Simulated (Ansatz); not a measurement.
**C₃H₂ClF: a ladder of functionals and wavefunction methods**

The task here is to estimate one member of a computed series from the others.

Computed with Ansatz 0.2.0, Gaussian basis. Level: functionals in def2-TZVPP, the program's frozen cores in correlated methods.

Plan: LDA (SPW92), PBE-D4, revPBE-D4, BLYP-D4, r2SCAN-D4, B97M-V, PBE0-D4, B3LYP-D4, r2SCANh-D4, r2SCAN0-D4, HSE06-D4, BHLYP-D4, CAM-B3LYP-D4, LC-ωPBE, ωB97X-V, ωB97M-V, B2PLYP, PBE-QIDH; CCSD(T)/def2-SVP; CCSD(T)/def2-TZVPP; MP2/def2-QZVPP; extrapolation to the limit; RPA on PBE.

## The geometry

The geometry comes from an earlier relaxation with PBE0-D4 in a triple-zeta def2 set; it is a stationary point, not always the lowest conformer.

SMILES `C=C=C(F)Cl`, 7 atoms, charge 0, spin multiplicity 1.

Atoms are counted from 1 here; the program's logs count them from 0.

Bond lengths: C1–C2 1.298 Å, C1–H6 1.087 Å, C1–H7 1.087 Å, C2–C3 1.297 Å, C3–F4 1.330 Å, C3–Cl5 1.710 Å. Angles: C2–C1–H6 121.4°, C2–C1–H7 121.4°, H6–C1–H7 117.2°, C1–C2–C3 179.2°, C2–C3–F4 123.2°, C2–C3–Cl5 124.3°, F4–C3–Cl5 112.6°.

As a file:

```
C    -0.3660   -1.0523    0.8128
C    -0.0048   -0.1037    0.0034
C     0.3533    0.8568   -0.7915
F     0.7310    0.6567   -2.0515
Cl    0.3947    2.5083   -0.3487
H     0.3559   -1.5639    1.4437
H    -1.4028   -1.3700    0.8860
```

The first run:

in.yaml

```yaml
crystal:
  periodic: [false, false, false]
  atoms:
    - {symbol: C, position_ang: [-0.366045, -1.052287, 0.812779]}
    - {symbol: C, position_ang: [-0.004771, -0.103711, 0.003431]}
    - {symbol: C, position_ang: [0.353270, 0.856817, -0.791526]}
    - {symbol: F, position_ang: [0.731012, 0.656729, -2.051476]}
    - {symbol: Cl, position_ang: [0.394687, 2.508311, -0.348686]}
    - {symbol: H, position_ang: [0.355923, -1.563896, 1.443738]}
    - {symbol: H, position_ang: [-1.402774, -1.369964, 0.886040]}
basis:
  gaussian: {orbitals: def2-TZVPP}
hamiltonian: {xc: lda}
output: {orbitals: {seedname: orbitals}}
```

On the command line:

```console
> ansatz run in.yaml --threads 2 --pin off --events-out ev --progress --plain --max-ram 4352MiB
```

Among the steps run: LDA; PBE-D4 (GGA); revPBE-D4 (GGA); BLYP-D4 (GGA); r2SCAN-D4 (meta-GGA); B97M-V (meta-GGA); B3LYP-D4 (hybrid); r2SCANh-D4 (hybrid); r2SCAN0-D4 (hybrid); HSE06-D4 (hybrid); BHLYP-D4 (hybrid); CAM-B3LYP-D4 (range-separated); LC-ωPBE (range-separated); ωB97X-V (range-separated); ωB97M-V (range-separated); B2PLYP (double hybrid); PBE-QIDH (double hybrid).

One of the session's tables, all rows but one given; the rest of the session is left out.

It belongs to the step «Orbital energies across the functionals». 

| functional | HOMO (eV) | gap (eV) |
| --- | --- | --- |
| LDA (SPW92) | -6.29 | 3.91 |
| PBE-D4 | -6.12 | 4.01 |
| revPBE-D4 | -6.06 | 4.05 |
| BLYP-D4 | -6.00 | 4.04 |
| r2SCAN-D4 | -6.35 | 4.42 |
| B97M-V | -6.40 | 4.61 |
| PBE0-D4 | -7.37 | 6.26 |
| B3LYP-D4 | -7.16 | 5.83 |
| r2SCANh-D4 | -6.82 | 5.25 |
| r2SCAN0-D4 | -7.52 | 6.51 |
| HSE06-D4 | -6.97 | 5.47 |
| BHLYP-D4 | -8.50 | 8.53 |
| CAM-B3LYP-D4 | ? | ? |
| LC-ωPBE | -10.05 | 11.28 |
| ωB97X-V | -9.67 | 10.85 |
| ωB97M-V | -9.55 | 10.62 |

Q: Estimate the row for CAM-B3LYP-D4 from the others.

As computed: HOMO (eV): -8.71; gap (eV): 8.77. In the column «HOMO (eV)» it lies between ωB97M-V (-9.55) and BHLYP-D4 (-8.50).
